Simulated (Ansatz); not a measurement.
Cost and result for the atomization energy of C3H10Si (`CC(C)[SiH3]`) (14 atoms, 13 bonds).

Z-matrix (Å, degrees):
```
C
C 1 1.526
H 1 1.093 2 112.1
H 1 1.095 2 110.9 3 120.4
H 1 1.094 2 111.1 3 -120.4
C 2 1.526 1 111.4 3 -177.7
Si 2 1.884 1 111.1 3 57.8
H 2 1.098 1 108.5 3 -58.4
H 6 1.093 2 112.1 1 177.7
H 6 1.094 2 111.1 1 -61.9
H 6 1.095 2 110.9 1 57.3
H 7 1.489 2 110.8 1 -178.1
H 7 1.490 2 109.9 1 62.2
H 7 1.489 2 110.8 1 -57.5
```

Total charge 0; spin multiplicity 1. The geometry is a stationary point of PBE0-D4/def2-TZVP. Program: Ansatz. All runs use 4 threads of a server CPU on a shared host. Times are those of one run each, without the atoms' runs, and a repeat can differ threefold. Electronic energies, without spin–orbit coupling; frozen cores. CCSD(T)/CBS adds CCSD(T) − MP2 in def2-TZVPP to the MP2 limit, and its time is that of the two runs behind it. T1 = 0.010. B3LYP takes the VWN-RPA correlation (the form of Gaussian; ORCA's B3LYP/G). HSE06 is the plane-wave form, built on full-range PBE exchange.

CCSD(T)/CBS is a level of theory with its own doubt, some kJ/mol a heavy atom from the limit and from the frozen cores, so smaller differences don't rank the functionals.

| level | functions | wall time |
| --- | --- | --- |
| LDA (SPW92)/def2-TZVPP | 275 | 1.4 s |
| revPBE-D4/def2-TZVPP | 275 | 1.9 s |
| PBE0-D4/def2-TZVPP | 275 | 3.1 s |
| HSE06-D4/def2-TZVPP | 275 | 3.3 s |
| CAM-B3LYP-D4/def2-TZVPP | 275 | 3.5 s |
| CCSD(T)/def2-SVP | 110 | 3.7 s |
| r2SCANh-D4/def2-TZVPP | 275 | 4.2 s |
| B3LYP-D4/def2-TZVPP (with forces) | 275 | 5.5 s |
| ωB97X-V/def2-TZVPP | 275 | 7.5 s |
| ωB97M-V/def2-TZVPP (with forces) | 275 | 11 s |
| MP2/def2-QZVPP | 541 | 25 s |
| CCSD(T)/def2-TZVPP | 275 | 90 s |
| CCSD(T)/CBS(def2) | – | 120 s |

Q: What atomization energy does each give, and how far from CCSD(T)/CBS? (An estimate is asked.)

A: The calculation gave: 
```csv
level,atomization (kcal/mol),difference from CCSD(T)/CBS,per bond
LDA (SPW92)/def2-TZVPP,1355.6,140.8,10.8
revPBE-D4/def2-TZVPP,1202.0,-12.8,-1.0
PBE0-D4/def2-TZVPP,1214.7,-0.1,0.0
HSE06-D4/def2-TZVPP,1215.2,0.4,0.0
CAM-B3LYP-D4/def2-TZVPP,1219.9,5.1,0.4
CCSD(T)/def2-SVP,1163.9,-50.9,-3.9
r2SCANh-D4/def2-TZVPP,1211.7,-3.1,-0.2
B3LYP-D4/def2-TZVPP (with forces),1215.5,0.7,0.1
ωB97X-V/def2-TZVPP,1217.6,2.8,0.2
ωB97M-V/def2-TZVPP (with forces),1216.8,2.0,0.2
MP2/def2-QZVPP,1206.2,-8.6,-0.7
CCSD(T)/def2-TZVPP,1190.0,-24.8,-1.9
CCSD(T)/CBS(def2),1214.8,0.0,0.0
```

Leaving LDA and LC-ωPBE aside and taking each functional with its dispersion term where it has one, the values, not all of them listed here, spread over 25.5 kcal/mol, from BHLYP-D4 to PBE-D4. LDA lies +140.0 kcal/mol from PBE without D4, its usual overbinding. At CCSD(T), def2-SVP lies −50.8 kcal/mol from the extrapolated value and def2-TZVPP −24.8 kcal/mol: correlation converges slowly with the basis, and small sets miss more of it in the bonded molecule than in its fragments. In def2-TZVPP, CCSD(T) changes the Hartree–Fock value by +258.4 kcal/mol (the triples alone add +11.4 kcal/mol) and MP2 by +260.0 kcal/mol; breaking electron pairs costs correlation energy, which Hartree–Fock lacks.
